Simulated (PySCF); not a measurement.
**Cl₂ and its ions**

RHF-CCSD(T); PySCF, no relativity, basis sets Cl def2-TZVPPD. Neutral (RHF): singlet (closed shell), Re = 2.007 Å, ωe = 548 cm⁻¹, De = 2.34 eV.

Cl₂⁺ (UHF): doublet (π ↑), Re = 1.907 Å, ωe = 636 cm⁻¹, De = 3.70 eV to Cl⁺ + Cl. The energies at the minima are -919.41705 hartree for Cl2 and -918.99904 for Cl₂⁺.

(1) Work out the adiabatic ionisation energy, without and with harmonic zero-point energies (1 hartree = 27.2114 eV, 1 eV = 8065.5 cm⁻¹), and the change of the bond length.

Cl₂⁻ (UHF): doublet (σ ↑), Re = 2.600 Å, ωe = 253 cm⁻¹, De = 1.22 eV to Cl + Cl⁻. The energies at the minima are -919.41705 hartree for Cl2 and -919.50284 for Cl₂⁻.

(2) Work out the adiabatic electron affinity, without and with harmonic zero-point energies (1 hartree = 27.2114 eV, 1 eV = 8065.5 cm⁻¹), and the change of the bond length.

Correlated steps freeze 10 core orbitals. Where the molecule has an RHF reference, its open-shell atoms are computed with UHF. States were picked by a PBE0 search and need not be the measured ground states.

Neutral and ion stand on different kinds of reference determinant, which adds to the error of the difference.

Results:

(1) At CCSD(T): 0.41801 hartree = 11.375 eV between the minima; the zero-point term (636.0 − 548.0)/2 cm⁻¹ = +0.005 eV makes it 11.380 eV. Re changes by -10.0 pm against the neutral. The electron leaves a π orbital, and the shorter bond of the ion fits an antibonding orbital, or a change in how ionic the bond is.

(2) At CCSD(T): 0.08579 hartree = 2.334 eV between the minima; the zero-point term (548.0 − 253.0)/2 cm⁻¹ = +0.018 eV makes it 2.353 eV. Re changes by +59.3 pm against the neutral. The electron enters a σ orbital, and the ion is left as a loose complex of an ion and an atom.
